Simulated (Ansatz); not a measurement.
# CH7NSi (built from SMILES C[SiH2]N): a barrier at many levels of theory

Aim: the barrier and energy of one elementary step (N2–H4 formed, Si1–N2 loosened, C3–H4 broken) from LDA up to coupled cluster, on fixed structures, to see where each rung fails.

Method: single points in def2-TZVPP on PBE0-D4/def2-TZVP structures; program: Ansatz 0.2.0, Gaussian basis.

Levels: SPW92, PBE-D4, BLYP-D4, r2SCAN-D4, B97M-V, PBE0-D4, B3LYP-D4, r2SCAN0-D4, BHLYP-D4, CAM-B3LYP-D4, wB97X-V, wB97M-V, B2PLYP, PBE-QIDH, RPA on PBE, Hartree-Fock, MP2, CCSD, CCSD(T). The reference is CCSD(T) at the basis limit, from triple and quadruple zeta. Zero-point energies come from PBE0-D4 vibrations.

Cores are frozen in the correlated methods. B3LYP uses VWN-RPA correlation. B2PLYP carries no dispersion term here.

43 further runs of the same task are left out: 1 that didn't finish, 42 set aside as unsound or not needed.

**1. The three structures**

Charge 0, multiplicity 1. The folders r, ts and p hold the start, the saddle and the end; their coordinates stand in the first inputs.

| pair | r (Å) | ts (Å) | p (Å) |
| --- | --- | --- | --- |
| N2–H4 | 3.160 | 1.191 | 1.017 |
| Si1–N2 | 1.724 | 1.897 | 2.100 |
| C3–H4 | 1.092 | 1.707 | 2.981 |

**2. SPW92/def2-TZVPP**

Input file r/in.yaml:

```yaml
crystal:
  periodic: [false, false, false]
  atoms:
    - {symbol: Si, position_ang: [-0.451622, 0.144398, 0.474793]}
    - {symbol: N, position_ang: [0.741775, 1.387850, 0.419915]}
    - {symbol: C, position_ang: [0.001367, -1.208050, -0.725820]}
    - {symbol: H, position_ang: [0.979366, -1.630536, -0.486322]}
    - {symbol: H, position_ang: [-1.841274, 0.597897, 0.152874]}
    - {symbol: H, position_ang: [-0.469117, -0.349768, 1.878759]}
    - {symbol: H, position_ang: [0.936856, 1.854970, -0.451643]}
    - {symbol: H, position_ang: [0.806152, 2.037893, 1.186956]}
    - {symbol: H, position_ang: [-0.740370, -2.010360, -0.700208]}
    - {symbol: H, position_ang: [0.036967, -0.824394, -1.749203]}
basis:
  gaussian: {orbitals: def2-TZVPP}
hamiltonian: {xc: lda}
```

Input file ts/in.yaml:

```yaml
crystal:
  periodic: [false, false, false]
  atoms:
    - {symbol: Si, position_ang: [-0.810633, 0.033819, 0.317094]}
    - {symbol: N, position_ang: [0.821767, 0.998753, 0.248718]}
    - {symbol: C, position_ang: [-0.092836, -1.266400, -0.664284]}
    - {symbol: H, position_ang: [1.014143, -0.000045, -0.371630]}
    - {symbol: H, position_ang: [-1.782654, 1.008625, -0.249747]}
    - {symbol: H, position_ang: [-1.034887, -0.114417, 1.781296]}
    - {symbol: H, position_ang: [0.860532, 1.860079, -0.287280]}
    - {symbol: H, position_ang: [1.369641, 1.097103, 1.097707]}
    - {symbol: H, position_ang: [0.101114, -2.224882, -0.185078]}
    - {symbol: H, position_ang: [-0.446087, -1.392734, -1.686697]}
basis:
  gaussian: {orbitals: def2-TZVPP}
hamiltonian: {xc: lda}
```

Input file p/in.yaml:

```yaml
crystal:
  periodic: [false, false, false]
  atoms:
    - {symbol: Si, position_ang: [-0.786579, -0.125380, 0.219136]}
    - {symbol: N, position_ang: [0.909979, 1.110328, 0.277991]}
    - {symbol: C, position_ang: [-0.484572, -1.552774, -0.677066]}
    - {symbol: H, position_ang: [1.570779, 0.569182, -0.274681]}
    - {symbol: H, position_ang: [-1.620214, 0.969142, -0.349895]}
    - {symbol: H, position_ang: [-0.867878, -0.161485, 1.705326]}
    - {symbol: H, position_ang: [0.782636, 2.018839, -0.159624]}
    - {symbol: H, position_ang: [1.295371, 1.246191, 1.208615]}
    - {symbol: H, position_ang: [-0.119104, -2.459069, -0.208574]}
    - {symbol: H, position_ang: [-0.680319, -1.615072, -1.741127]}
basis:
  gaussian: {orbitals: def2-TZVPP}
hamiltonian: {xc: lda}
```

One command serves all of them, each in its own folder.

Command:

```
$ ansatz run in.yaml --threads 2 --pin off --events-out ev --progress --plain --max-ram 4352MiB
```

The runs that follow: PBE-D4/def2-TZVPP; BLYP-D4/def2-TZVPP; r2SCAN-D4/def2-TZVPP; B97M-V/def2-TZVPP; PBE0-D4/def2-TZVPP; B3LYP-D4/def2-TZVPP; r2SCAN0-D4/def2-TZVPP; BHLYP-D4/def2-TZVPP; CAM-B3LYP-D4/def2-TZVPP; wB97X-V/def2-TZVPP; wB97M-V/def2-TZVPP; B2PLYP/def2-TZVPP; PBE-QIDH/def2-TZVPP; RPA on PBE/def2-TZVPP; CCSD(T)/def2-TZVPP; MP2/def2-QZVPP; Vibrations of the start structure; Vibrations of the end structure.

Before running it: what results should come out? Wanted: barrier, CCSD(T)/CBS; reverse barrier, CCSD(T)/CBS; step energy, CCSD(T)/CBS; barrier with zero-point energy; step energy with zero-point energy; imaginary mode at the saddle; largest T1 diagnostic.

As calculated:

| quantity | value |
| --- | --- |
| barrier, CCSD(T)/CBS | 276.2 kJ/mol |
| reverse barrier, CCSD(T)/CBS | 44.2 kJ/mol |
| step energy, CCSD(T)/CBS | +232.0 kJ/mol |
| barrier with zero-point energy | 263.0 kJ/mol |
| step energy with zero-point energy | +230.7 kJ/mol |
| imaginary mode at the saddle | 1223i cm⁻¹ |
| largest T1 diagnostic | 0.012 |

Among the functionals PBE-QIDH lands nearest to CCSD(T)/CBS (+0.2 kJ/mol) and SPW92 farthest (-51.7 kJ/mol). Mean unsigned error by rung: LDA 51.7, GGA 29.5, meta-GGA 10.4, hybrid 10.2, range-separated hybrid 3.8, double hybrid 1.2 kJ/mol. PBE-D4 gives a barrier 35.3 kJ/mol too low, outside chemical accuracy (1 kcal/mol, 4.2 kJ/mol). Every functional without exact exchange puts the forward barrier too low. The barrier rises with the share of exact exchange, from BLYP-D4 through B3LYP-D4 to BHLYP-D4 (-23.6, -6.9, +17.3 kJ/mol). Hartree-Fock, with no correlation, is off by +56.9 kJ/mol. Zero-point motion lowers the barrier by 13.2 kJ/mol. The end structure keeps an imaginary mode: no true minimum.
